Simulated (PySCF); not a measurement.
Gas-phase reaction: H2O2 = O + H2O

Energies from PySCF (xtb for GFN2), thermal terms from the rigid-rotor harmonic-oscillator model, ideal gas at 1 bar. 'Table' is the NASA 1993 thermochemical table (part measured, part estimated). † marks an energy on the PBE0/def2-TZVP geometry and frequencies; other levels use their own. Open shells (unrestricted): O (multiplicity 3); the rest are closed-shell singlets. GFN2 has no spin-polarisation term. Spin-orbit splitting is ignored; it lowers the true energy and changes the entropy of O. Warning, point group unlike the PBE0 one: H2O2 (GFN2-xTB).

Levels: a) BLYP/def2-TZVP†; b) PBE0/def2-TZVP; c) GFN2-xTB; d) PBE0/def2-SVP†; e) LDA/def2-TZVP†.

Task: Order the levels by the distance of their ΔH°(298 K) from the table for this reaction, closest first.

Result: b (+2 kJ), d (+12 kJ), a (+28 kJ), e (+137 kJ), c (+417 kJ)

The table gives 144 kJ. The order holds for this reaction alone, and for the 1993 entries, some of which have been revised since.
